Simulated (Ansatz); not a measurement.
Complex (SMILES): F (HF) with F (HF), atoms 1 to 2 the first; geometry from A24 set, monomers rigid:
```xyz
4

H      0.0000     0.8027     1.6953
F      0.0000    -0.0460     1.3403
H      0.0000    -0.1204    -0.4908
F      0.0000     0.0098    -1.4042
```

Interaction energy at PBE with Ansatz (an electronic-structure program), kcal/mol, without and with the counterpoise correction (monomers among the partner's ghost functions). Cartesian d functions, on some or all atoms, in 6-31G**; all else is spherical. No added dispersion term, no relativity. Reference, counterpoise-corrected: the value in aug-cc-pV5Z, -4.62.

```json
[
 {"basis": "def2-SV(P)", "functions": "32", "uncorrected": "-8.81"},
 {"basis": "6-31G**", "functions": "40", "uncorrected": "-8.50"},
 {"basis": "6-311+G**", "functions": "56", "uncorrected": "-5.16"},
 {"basis": "aug-pcseg-1", "functions": "64", "uncorrected": "-5.21"},
 {"basis": "def2-TZVP", "functions": "74", "uncorrected": "-5.52"},
 {"basis": "def2-TZVPP", "functions": "90", "uncorrected": "-5.33"},
 {"basis": "aug-cc-pVTZ", "functions": "138", "uncorrected": "-4.61"},
 {"basis": "cc-pVQZ", "functions": "170", "uncorrected": "-5.38"},
 {"basis": "def2-QZVP", "functions": "174", "uncorrected": "-4.90"},
 {"basis": "pcseg-3", "functions": "186", "uncorrected": "-4.65"},
 {"basis": "aug-pcseg-3", "functions": "268", "uncorrected": "-4.62"},
 {"basis": "cc-pV5Z", "functions": "292", "uncorrected": "-4.83"}
]
```

**Question.** How large is the counterpoise correction in each set?

**Answer.** def2-SV(P) 3.12, 6-31G** 3.07, 6-311+G** 0.49, aug-pcseg-1 0.63, def2-TZVP 0.67, def2-TZVPP 0.62, aug-cc-pVTZ 0.07, cc-pVQZ 0.62, def2-QZVP 0.25, pcseg-3 0.03, aug-pcseg-3 0.01, cc-pV5Z 0.18 kcal/mol. The corrected value lies nearer the reference in 10 of 12 rows.
